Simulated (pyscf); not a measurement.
PySCF, gas phase, ωB97X-D3(BJ)/def2-SVP geometries. Correlated levels are frozen-core, on RHF or UHF. ΔMP2 is the change of the MP2 total energy from the triple- to the quadruple-zeta basis.

Q: For the elementary gas-phase step H₃C–F + Cl• → CH₃• + F–Cl (doublet surface; C–F broken, Cl–F formed), what barrier and reaction energy does CCSD(T)/def2-TZVPP + ΔMP2(QZVPP) give, measured from the separated reactants?

A: ΔE‡ = 255.5 kJ/mol, ΔE = +224.0 kJ/mol. Zero-point energy shifts the barrier by -15.5 kJ/mol. It is an atom transfer, with an imaginary mode of 564i cm⁻¹. The same reactants have a lower exit, to •H₂C–F + HCl (barrier +14.7 kJ/mol at ωB97M-D3(BJ), against +241.0 kJ/mol here). This is the saddle that the search found; another between the same sides may lie lower. The angle at the transferred F is 180°. The CCSD(T) − MP2 part came from Ansatz, without density fitting, on the same reference. A UHF reference is spin-contaminated (<S²> up to 0.98), which harms MP2 most. Left out: the spin-orbit lowering of Cl.
